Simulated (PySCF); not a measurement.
First SCF of a structure search on triplet S₃, at a hand-made linear chain geometry. PySCF input:

```python
from pyscf import gto, scf, dft
mol = gto.M(atom='''
S      0.000000     0.000000     0.000000
S      0.000000     0.000000     1.957000
S      0.000000     0.000000    -1.957000''',
    basis={'S': 'def2-TZVP'},
    charge=0, spin=2)
mf = dft.UKS(mol, xc='PBE0')
mf.grids.atom_grid = (50, 194)
aux = {'S': 'def2-universal-JKFIT'}
mf = mf.density_fit(auxbasis=aux)
mf.conv_tol = 1e-08
mf.diis_space = 10
mf.max_cycle = 60
mf.init_guess = 'minao'
mf.verbose = 4
mf.kernel()
```

Excerpt of the output (cycles alone):

```
init E= -1194.50847181419
cycle= 1 E= -1194.08450062429  delta_E= 0.424  |g|= 0.162  |ddm|= 1.75
cycle= 2 E= -1194.0629062187  delta_E= 0.0216  |g|= 0.248  |ddm|= 0.394
cycle= 3 E= -1194.09528316793  delta_E= -0.0324  |g|= 0.0585  |ddm|= 0.243
cycle= 4 E= -1194.09724913461  delta_E= -0.00197  |g|= 0.00825  |ddm|= 0.0571
cycle= 5 E= -1194.09730977881  delta_E= -6.06e-05  |g|= 0.00352  |ddm|= 0.0156
cycle= 6 E= -1194.09732079796  delta_E= -1.1e-05  |g|= 0.000811  |ddm|= 0.00553
cycle= 7 E= -1194.09732302433  delta_E= -2.23e-06  |g|= 0.000381  |ddm|= 0.00228
cycle= 8 E= -1194.09732376186  delta_E= -7.38e-07  |g|= 0.000151  |ddm|= 0.00172
cycle= 9 E= -1194.09732385032  delta_E= -8.85e-08  |g|= 3.28e-05  |ddm|= 0.00069
cycle= 10 E= -1194.09732385319  delta_E= -2.87e-09  |g|= 7.07e-06  |ddm|= 0.000111
Extra cycle  E= -1194.0973238533  delta_E= -1.07e-10  |g|= 4.42e-06  |ddm|= 1.45e-05
converged SCF energy = -1194.0973238533  <S^2> = 2.0137499  2S+1 = 3.0091526
```

This is not the lowest solution: another start and a stability analysis within the same unrestricted form found one 0.2 kJ/mol lower, at -1194.09739 Eh.

The search for the lowest solution, 3 starts and the stability check together, took 10 s on 4 threads of a shared Arm Neoverse V2 host, with 111 basis functions; the process peaked at 0.48 GiB.
